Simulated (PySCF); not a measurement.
These compounds are isomers of formula C₄H₃FO.

A. `O=c1c(C)c1F`
B. SMILES O=C=C/C=C/F
C. SMILES O=C1CC=C1F

Spectrum 1. ¹³C{¹H} NMR (computed): δ 210.2 (C), 152.5 (CH, d, J = 324.4 Hz), 104.9 (CH, d, J = 24.2 Hz), 22.4 (CH, d, J = 9.7 Hz).

Spectrum 2. ¹³C{¹H} NMR (computed): δ 168.1 (C, d, J = 650.8 Hz), 147.9 (C, d, J = 33.4 Hz), 144.0 (C, d, J = 21.0 Hz), 10.3 (CH3, d, J = 5.5 Hz).

Spectrum 3. ¹³C{¹H} NMR (computed): δ 187.6 (C, d, J = 12.0 Hz), 160.6 (C, d, J = 442.7 Hz), 146.3 (CH, d, J = 6.8 Hz), 39.4 (CH2, d, J = 24.8 Hz).

PySCF calculation with PBE0/pcSseg-1 with gauge-including orbitals, structure optimised with GFN2-xTB and B3LYP/pcJ-1 coupling constants; in vacuum, equivalent nuclei averaged, no relativistic terms, one conformer.

Chemical shifts δ = σref − σ; TMS for ¹³C (σref 186.93), all at this level. One-bond C–F couplings are unscaled and too large by tens of Hz. Shifts are as computed. Against solution values, carbons near 30 ppm lie about +3 ppm off and those near 130 ppm about +5 ppm. Of 1211 compounds with measured shifts, 218 miss one by over three times the rms of a fit or turn the order of signals round; such compounds aren't used in these exercises.

Question: Which spectrum belongs to which compound?

Answer: 1–B, 2–A, 3–C.

- Spectrum 1 (B): 4 ¹³C signals; δC 152.5 is an alkene CH; δC 104.9 is an alkene CH.
- Spectrum 2 (A): 4 ¹³C signals; δC 10.3 is a methyl carbon on an unsaturated ring; δC 168.1 is a unsaturated ring carbon.
- Spectrum 3 (C): 4 ¹³C signals; δC 187.6 is a ketone carbonyl carbon; δC 160.6 is an α carbon of a C=C–C=O unit.
